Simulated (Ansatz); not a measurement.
2H MoTe₂ was calculated with HSE06+SOC (plane waves, PAW; Ansatz, an electronic-structure program).

Settings: plane-wave cutoff 460 eV, 9×9×2 k mesh (along the axes of the cell as run), Fermi–Dirac smearing 0.01 eV, PAW data made under PBE.

Cell (measured lattice):

Space group P6₃/mmc (No. 194); a = b = 3.5180 Å, c = 13.9740 Å, α = β = 90.00°, γ = 120.00°

```json
[
 {"atom": "Te", "site": "4f", "symmetry": "3m.", "x": "0.6667", "y": "0.3333", "z": "0.1210"},
 {"atom": "Mo", "site": "2c", "symmetry": "-6m2", "x": "0.3333", "y": "0.6667", "z": "0.2500"}
]
```

Problem. Estimate the band gap, smallest direct gap on the k points sampled and Γ–Γ gap that the calculation returns.

Solution. 
band gap: 1.08 eV (indirect)
smallest direct gap on the k points sampled: 1.32 eV
Γ–Γ gap: 3.09 eV

Measured, for comparison: band gap 1.06 ± 0.01 eV (4 K, zero-point motion not removed, indirect, absorption from ellipsometry, single crystal; as tabulated in Gulo et al. (2023), doi:10.1103/physrevmaterials.7.044001).

Note: cell and atoms aren't relaxed at this level (largest force component 0.33 eV/Å, pressure -0.6 GPa).

Static lattice: no zero-point or thermal effects.
